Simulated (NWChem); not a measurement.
# Si3H8 (trisilane): name the method

Si3H8 has 11 atoms, charge 0, and is taken as a singlet. SMILES: `[SiH3][SiH2][SiH3]`. The shape is that of a PBE0-D4/def2-TZVP optimisation.

```xyz
11

Si   -1.2926    1.3667   -0.5253
Si   -0.4626   -0.8073   -0.2963
Si    1.6319   -0.7744    0.7428
H    -2.6258    1.3677   -1.1851
H    -0.3540    2.1804   -1.3441
H    -1.4225    2.0001    0.8146
H    -0.3434   -1.4402   -1.6402
H    -1.4104   -1.6208    0.5164
H     1.5159   -0.1549    2.0904
H     2.5838    0.0318   -0.0680
H     2.1796   -2.1492    0.8948
```

Orbital energies are those of the mean-field step.

A calculation with NWChem 7.3.0 gave:

```yaml
total_energy: -872.8369 Eh
dipole_moment: 0.06 D
HOMO_energy: -8.00 eV
LUMO_energy: 0.13 eV
HOMO–LUMO_gap: 8.13 eV
largest_force: 0.083 eV/Å
```

**Question.** Which of these levels gave the numbers?
A. MP2/6-31G* (spherical functions)
B. r2SCAN/6-31G* (spherical functions)
C. HF/3-21G
D. PBE0/6-31G* (spherical functions)

**Answer.** D. The others give -871.6206 Eh (MP2/6-31G* (spherical functions)), -873.1232 Eh (r2SCAN/6-31G* (spherical functions)), -866.7988 Eh (HF/3-21G).
